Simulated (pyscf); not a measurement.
Structures and frequencies: ωB97X-D3(BJ)/def2-SVP in PySCF. Correlated levels are frozen-core, on RHF or UHF. ΔMP2 is the change of the MP2 total energy from the triple- to the quadruple-zeta basis.

SMILES: [OH][Sn]([NH2])=[O]
```xyz
7

N     -1.2813     0.1465     1.1742
Sn    -1.4698     0.0033    -0.8059
O     -2.7870     0.6255    -1.9177
O      0.1872    -0.9118    -1.3395
H     -2.0952     0.4165     1.7182
H     -0.6991    -0.5163     1.6767
H      0.8122    -1.0169    -0.6111
```
Charge 0, spin multiplicity 1.

Q: What is the homolytic dissociation enthalpy (298 K, CCSD(T)/def2-TZVPP + ΔMP2(QZVPP)) of the N–Sn bond of `[NH2][Sn](=[O])[OH]`, to NH₂• + [O=Sn–OH]•?

A: N–Sn to NH₂• + [O=Sn–OH]•: 60.4 kcal/mol. The radicals are drawn with the spin at the cut bond; how far it spreads was not checked. Other isomers of [O=Sn–OH]• were not searched in full and may lie lower. The CCSD(T) − MP2 part came from Ansatz, without density fitting, on the same reference. The frozen core leaves the outer d or s,p core shells of the metals and heavy elements correlated in the MP2 and CC values, and def2-TZVPP describes them poorly, which can shift differences by a few kcal/mol. Elements past Kr carry the def2 core potentials, without spin-orbit coupling.
